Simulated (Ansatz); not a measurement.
A search over several starts for the lowest SCF solution of Mg₂O at the given spin, in a small basis.

```yaml
crystal:
  periodic: [false, false, false]
  atoms:
    - {symbol: Mg, position_ang: [0.897717, 0.824543, 1.331659]}
    - {symbol: Mg, position_ang: [-0.897828, -0.824520, -1.331594]}
    - {symbol: O, position_ang: [0.000121, -0.000024, -0.000065]}
basis:
  gaussian: {orbitals: def2-SVP}
magnetization: {spin_polarized: true, initial_magnetization: 0}
hamiltonian: {xc: pbe0, dispersion: d4}
output: {orbitals: {seedname: orbitals}}
```

```sh
$ ansatz run in.yaml --threads 2 --pin off --events-out ev --progress --plain --max-ram 22528MiB --backend cpu
```

Shortened log:

```
Functional definition: PBE0
424 factors; integrals over basis functions are off by at most 5.4e-4 eV
mean field evaluation 1: about -12911.5371 eV, gradient 5.0e1 eV
mean field evaluation 2: about -12738.3624 eV, gradient 1.2e2 eV
mean field evaluation 4: about -12922.1971 eV, gradient 5.1e0 eV
mean field evaluation 8: about -12922.4546 eV, gradient 1.0e0 eV
mean field evaluation 16: about -12922.4602 eV, gradient 2.4e-4 eV
mean field evaluation 32: about -12911.5371 eV, gradient 5.0e1 eV
mean field -12923.04482369 eV, -474.9131377161 hartree, gradient 2.7e-5 eV, S^2 0.936329; 5 other end points of the search recorded, 0 dependent functions left out
reference -12923.04485274 eV, -474.9131387838 hartree; 16, 16 occupied and 34, 34 virtual orbitals, 424 factors
Total energy: -12923.12685314 eV, -474.9161522431 hartree
```

It took 3.7 s on 2 threads of AMD EPYC 7R13 on a shared host.

Other converged states that the search met: 0.58 eV higher (⟨S²⟩ = 0.00).

The unrestricted singlet has broken spin symmetry (⟨S²⟩ up to 0.94). The structure comes from a short search, and lower isomers may exist.
